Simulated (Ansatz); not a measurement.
# CHO+: basis-set convergence

One table from this session's results is given with a row withheld; the runs are named, their logs left out.

Program: Ansatz 0.2.0, Gaussian basis. Level of theory: one geometry, several basis sets. These are calculated values, not measurements.

The runs, in order: PBE0-D4/def2-SVP; ωB97M-V/def2-SVP; PBE0-D4/def2-QZVPP; ωB97M-V/def2-QZVPP; CCSD(T)/cc-pV(D+d)Z; CCSD(T)/cc-pV(T+d)Z; CCSD(T)/cc-pV(Q+d)Z; the functionals' def2-TZVPP values are taken from earlier runs.

## The geometry

All runs share one geometry, relaxed beforehand with PBE0-D4 in a triple-zeta def2 set.

3 atoms, charge 1, spin multiplicity 1.

Atoms are counted from 1 here; the program's logs count them from 0.

Bond lengths: C1–O2 1.100 Å, C1–H3 1.098 Å. Angles: O2–C1–H3 180.0°.

The first run:

Contents of in.yaml:

```yaml
crystal:
  periodic: [false, false, false]
  atoms:
    - {symbol: C, position_ang: [-0.000018, -0.000647, -0.000032]}
    - {symbol: O, position_ang: [0.165192, 1.066446, 0.208329]}
    - {symbol: H, position_ang: [-0.165173, -1.065799, -0.208297]}
basis:
  gaussian: {orbitals: def2-SVP}
total_charge: 1
hamiltonian: {xc: pbe0, dispersion: d4}
output: {orbitals: {seedname: orbitals}}
```

Launch:

```bash
ansatz run in.yaml --threads 2 --pin off --events-out ev --progress --plain --max-ram 22528MiB --backend cpu
```

Among the steps run: PBE0-D4 in def2-SVP; ωB97M-V in def2-SVP; PBE0-D4 in def2-QZVPP; ωB97M-V in def2-QZVPP.

One of the session's tables, all rows but one given; the rest of the session is left out.

It belongs to the step «Density functionals: the series». 

| functional | basis | HOMO (eV) | LUMO (eV) |
| --- | --- | --- | --- |
| PBE0-D4 | def2-SVP | -23.05 | -10.10 |
| PBE0-D4 | def2-TZVPP | -22.90 | -10.07 |
| PBE0-D4 | def2-QZVPP | -22.90 | -10.08 |
| ωB97M-V | def2-SVP | -25.48 | -7.53 |
| ωB97M-V | def2-TZVPP | ? | ? |
| ωB97M-V | def2-QZVPP | -25.33 | -7.57 |

Q: Estimate the row for ωB97M-V, def2-TZVPP from the others.

**Answer.** HOMO (eV): -25.34; LUMO (eV): -7.54. In the column «HOMO (eV)» it lies between ωB97M-V, def2-SVP (-25.48) and ωB97M-V, def2-QZVPP (-25.33).
